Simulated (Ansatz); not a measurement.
A calculation with Ansatz (development build ahead of 0.2.0).

```yaml
crystal:
  periodic: [false, false, false]
  atoms:
    - { symbol: S, position_ang: [-0.04, -0.0668, -0.0689] }
    - { symbol: H, position_ang: [0.7361, 1.0319, -0.1721] }
    - { symbol: H, position_ang: [-0.0955, 0.0371, 1.2751] }
basis:
  gaussian: { orbitals: def2-SVP }
total_charge: 1
magnetization:
  spin_polarized: true
  initial_magnetization: 1
hamiltonian:
  xc: hf
output:
  forces: true
```

The input is written out in the form of the current development build from the run's settings.

The run gave:

```json
{"Converged": "yes", "Total energy": "-398.22880 hartree", "Spin squared of the determinant": "0.761", "Stability test": "minimum"}
```

Forces (eV/Å):
| atom | Fx | Fy | Fz |
| --- | --- | --- | --- |
| S1 | 0.106 | 0.177 | 0.183 |
| H2 | 0.029 | 0.010 | -0.234 |
| H3 | -0.135 | -0.186 | 0.051 |
